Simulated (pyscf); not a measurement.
C₂H₆Si (SMILES C1C[SiH2]1) -> H₂C=C=SiH₂ (SMILES C=C=[SiH2]) + H₂ (SMILES [H][H]), a multi-bond step (singlet surface; C–H, C–H, C–Si broken, H–H formed). Single points on ωB97X-D3(BJ)/def2-SVP structures (PySCF, gas phase). Energies in kJ/mol from the reactant's lowest minimum found.

Small-basis levels: PySCF, no dispersion term, spherical d functions. AM1 to PM7: differences of heats of formation from MOPAC, which are fitted to 298 K values and so differ in kind from electronic energies by zero-point and thermal terms. Cost: rough CPU time at the saddle relative to B3LYP/6-31G*, from one job on a shared machine.

| level | barrier | reaction energy | cost |
|---|---|---|---|
| HF/STO-3G | 694.5 | +437.9 | 0.05 |
| HF/3-21G | 548.2 | +232.6 | 0.05 |
| HF/6-31G* | 511.7 | +245.9 | 0.07 |
| MP2/6-31G* | ___ | +227.9 | 0.09 |
| SVWN5/6-31G* | ___ | +269.0 | 0.9 |
| PBE/6-31G* | 439.9 | +226.9 | 1 |
| B3LYP/STO-3G | 620.6 | +352.3 | 0.5 |
| B3LYP/def2-SVP | 448.9 | +220.0 | 1 |
| PM7 | 309.6 | +26.8 | under 0.02 |
| ωB97M-D3(BJ)/def2-TZVP | ___ | +238.2 | – |

Q: Fill in the missing entries.

A: 
- MP2/6-31G*, barrier: 496.2
- SVWN5/6-31G*, barrier: 454.2
- ωB97M-D3(BJ)/def2-TZVP, barrier: 451.3

Against the last row the barrier runs from -141.7 (PM7) to +243.2 kJ/mol (HF/STO-3G). ωB97M-D3(BJ)/def2-TZVP has limits of its own. The same reactants have a lower exit, to H₃C–CH₂–SiH: [singlet] (barrier +110.2 kJ/mol at ωB97M-D3(BJ)/def2-TZVP, against +451.3 kJ/mol here). cyclic C₂H₆Si (SMILES C1C[SiH2]1) lies 31.0 kJ/mol over its isomer H₂C=CH–SiH₃ (electronic energy, ωB97M-D3(BJ)/def2-TZVP). H₂C=C=SiH₂ lies 91.0 kJ/mol over its isomer HC≡C–SiH₃ (electronic energy, ωB97M-D3(BJ)/def2-TZVP). One saddle was located; it need not be the lowest between these sides.
